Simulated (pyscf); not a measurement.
**Addition across a multiple bond or ene-type step: HB=NH + silane (SiH₄) → H₂B–NH–SiH₃**

Gas phase, singlet surface, charge 0. Bonds broken: Si5–H6. Bonds formed: B1–H6, N2–Si5. Structures and frequencies: ωB97X-D3(BJ)/def2-SVP in PySCF. Correlated levels are frozen-core, on RHF or UHF. ΔMP2 is the change of the MP2 total energy from the triple- to the quadruple-zeta basis.

Transition state (Å):

```xyz
9

B      0.9426     0.4493     0.1327
N      0.0678     0.3790    -0.8335
H      2.0360     0.6008     0.6033
H      0.2087     0.4899    -1.8298
Si    -1.3160    -0.0226     1.0425
H      0.1776     0.2022     1.4457
H     -1.5628    -1.3193     0.3751
H     -1.7904    -0.2276     2.4637
H     -2.0021     1.2083     0.5931
```

One imaginary mode, 423i cm⁻¹; descent along it reached the two sides named.

```json
[
 {"bond": "Si5–H6", "change": "breaks", "reactant side (Å)": "1.490", "saddle": "1.563", "product side": "3.1"},
 {"bond": "B1–H6", "change": "forms", "reactant side (Å)": "3.1", "saddle": "1.540", "product side": "1.212"},
 {"bond": "N2–Si5", "change": "forms", "reactant side (Å)": "3.4", "saddle": "2.365", "product side": "1.762"}
]
```

Electronic energies relative to the separated reactants (kJ/mol):

| level | barrier | reaction energy | reverse barrier |
|---|---|---|---|
| ωB97X-D3(BJ)/def2-TZVP | 62.9 | -190.3 | 253.2 |
| PBE/def2-TZVP | 59.2 | -167.0 | 226.2 |
| r²SCAN/def2-TZVP | 60.1 | -180.4 | 240.5 |
| B3LYP-D3(BJ)/def2-TZVP | 73.7 | -173.1 | 246.7 |
| PBE0-D3(BJ)/def2-TZVP | 54.9 | -188.4 | 243.2 |
| M06-2X/def2-TZVP | 68.3 | -188.0 | 256.4 |
| ωB97M-D3(BJ)/def2-TZVP | 69.6 | -176.0 | 245.5 |
| HF/def2-TZVP | 114.0 | -179.8 | 293.8 |
| MP2/def2-QZVPP | 75.1 | -177.0 | 252.1 |
| CCSD/def2-TZVPP | 82.1 | -176.9 | 259.0 |
| CCSD(T)/def2-TZVPP | 77.0 | -173.9 | 250.9 |
| CCSD(T)/def2-TZVPP + ΔMP2(QZVPP) | 75.8 | -175.1 | 250.9 |

With CCSD(T)/def2-TZVPP + ΔMP2(QZVPP) energies and thermal terms (ideal gas, 1 atm, RRHO with modes under 100 cm⁻¹ raised to 100, one conformer, R ln 2 for rigid chiral ones), in kJ/mol:

```
T (K)   ΔH‡    ΔG‡      ΔH      ΔG
-----  ----  -----  ------  ------
298    77.5  114.9  -162.4  -126.0
600    76.8  153.2  -163.0   -88.7
900    77.5  191.3  -161.2   -51.9
1200   78.7  229.0  -158.5   -15.9
```

This is the saddle that the search found; another between the same sides may lie lower. The CCSD(T) − MP2 part came from Ansatz, without density fitting, on the same reference.
